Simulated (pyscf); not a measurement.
PH₃ + silanol (HO–SiH₃) → PH₃ + silanol (HO–SiH₃) (four-centre exchange; singlet surface; H–P, H–O broken, H–P, H–O formed). Structures and frequencies: ωB97X-D3(BJ)/def2-SVP in PySCF. Correlated levels are frozen-core, on RHF or UHF. ΔMP2 is the change of the MP2 total energy from the triple- to the quadruple-zeta basis. Energies in kcal/mol from the separated reactants.

```tsv
level	barrier	reaction energy
PBE/def2-TZVP	50.1	0.0
r²SCAN/def2-TZVP	?	0.0
M06-2X/def2-TZVP	58.2	0.0
ωB97M-D3(BJ)/def2-TZVP	58.6	0.0
HF/def2-TZVP	78.9	0.0
MP2/def2-QZVPP	58.1	0.0
CCSD(T)/def2-TZVPP + ΔMP2(QZVPP)	?	0.0
```

Fill in the missing entries.


- r²SCAN/def2-TZVP, barrier: 54.7
- CCSD(T)/def2-TZVPP + ΔMP2(QZVPP), barrier: 59.9

Of the functionals in the table, ωB97M-D3(BJ) is closest to CCSD(T)/def2-TZVPP + ΔMP2(QZVPP) in the barrier (1.3 kcal/mol apart) and PBE least close (9.8 kcal/mol); that level has limits of its own. The same reactants have a lower exit, to H₃Si–PH₂ + H₂O (barrier +49.5 kcal/mol at ωB97M-D3(BJ)/def2-TZVP, against +58.6 kcal/mol here). One saddle was located; it need not be the lowest between these sides. The CCSD(T) − MP2 part came from Ansatz, without density fitting, on the same reference.
